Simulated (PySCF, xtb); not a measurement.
O₂S, SMILES O=S=O.

Harmonic wavenumbers (cm⁻¹) from GFN2-xTB (xtb 6.7.1) at its own minimum, in rising order: 496, 1166, 1262.

Question: What does ωB97X-D3(BJ)/def2-TZVP (PySCF) give at its own minimum? (The exact figures need the calculation; the answer reports its results.)

Answer: 539, 1241, 1440. Paired by order, the mean absolute difference is 99 cm⁻¹ and the zero-point energies are 4.2 and 4.6 kcal/mol.
